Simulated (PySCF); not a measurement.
ethanolate, C2H5O (charge -1), SMILES CC[O-], point group Cs.

Level: B3LYP/pcSseg-1 in PySCF (density fitting, grid level 2); geometry and Hessian at that level, cubic constants and property derivatives from steps of ±0.6 along each species' dimensionless normal coordinates, second-order vibrational perturbation theory. The parent has the commonest isotopes.

Equilibrium geometry (Å):

```tsv
atom	x	y	z
C1	0.7721	-0.0191	0.0766
C2	-0.7890	0.0380	-0.0757
O3	-1.4294	0.4130	1.0046
H4	1.0318	-0.7146	0.8902
H5	1.2927	-0.3380	-0.8493
H6	1.1439	0.9749	0.3713
H7	-0.9362	0.6936	-1.0200
H8	-1.0497	-1.0102	-0.4959
```

Species: ²H at 5. Output of the displacement run:

```
mode    cm-1    km/mol   phi_rrr   E(+)/cm-1  E(-)/cm-1
  1    269.97     2.38       0.9      53.75      54.38
  2    410.99     5.80      31.4      75.78      73.09
  3    678.74    15.01     171.4     128.60     116.32
  4    759.67     4.68      -0.1     138.24     138.15
  5    972.19    47.70    -197.1     167.98     182.31
  6   1153.94    13.38       0.3     207.67     207.90
  7   1225.91    13.51     105.5     224.97     217.50
  8   1242.61     6.61       0.9     223.69     223.83
  9   1258.60   152.29    -357.2     214.21     239.78
 10   1265.83     4.93      -0.1     228.04     227.82
 11   1392.38   141.00     -33.6     249.59     251.82
 12   1450.29    12.06     -82.2     258.12     264.29
 13   1490.88   115.07      85.7     271.45     265.03
 14   2130.96    81.41   -1241.8     342.14     431.40
 15   2256.83   901.08      -0.7     410.65     410.73
 16   2405.71   699.86    1319.7     483.62     388.90
 17   2980.26    87.98    1343.5     587.45     490.96
 18   3020.48   108.54       4.5     546.92     546.63
```

For the shielding of H5 (σe = 30.63 ppm):

```csv
mode,ω (cm⁻¹),Σr φrrs (cm⁻¹),∂σ/∂q,∂²σ/∂q²
1,270,3,-0.001,-0.781
2,411,156,-0.289,-0.219
3,679,384,0.037,-0.221
4,760,1,0.000,-0.153
5,972,-486,0.194,-0.135
6,1154,2,0.000,-0.156
7,1226,-72,0.280,-0.224
8,1243,4,0.001,-0.194
9,1259,-4,-0.027,-0.022
10,1266,-3,0.001,-0.214
11,1392,54,0.013,-0.046
12,1450,215,0.017,-0.053
13,1491,-267,0.152,-0.063
14,2131,-49,-1.896,0.425
15,2257,-1,-0.001,-0.022
16,2406,2165,0.235,-0.023
17,2980,729,0.542,-0.079
18,3020,0,0.001,-0.138
```

Problem. Work out the zero-point average of this shielding.

Solution. With ⟨qs⟩ = −Σr φrrs/(4ωs) and ⟨qs²⟩ = 1/2: the mean displacements are -0.003, -0.095, -0.141, 0.000, 0.125, 0.000, 0.015, -0.001, 0.001, 0.001, -0.010, -0.037, 0.045, 0.006, 0.000, -0.225, -0.061, 0.000. The anharmonic term Σ (∂σ/∂q)⟨q⟩ is -0.04 ppm, the harmonic term ¼ Σ ∂²σ/∂q² is -0.58 ppm, so ⟨σ⟩ = 30.01 ppm.

Internal rotors are held in one well.
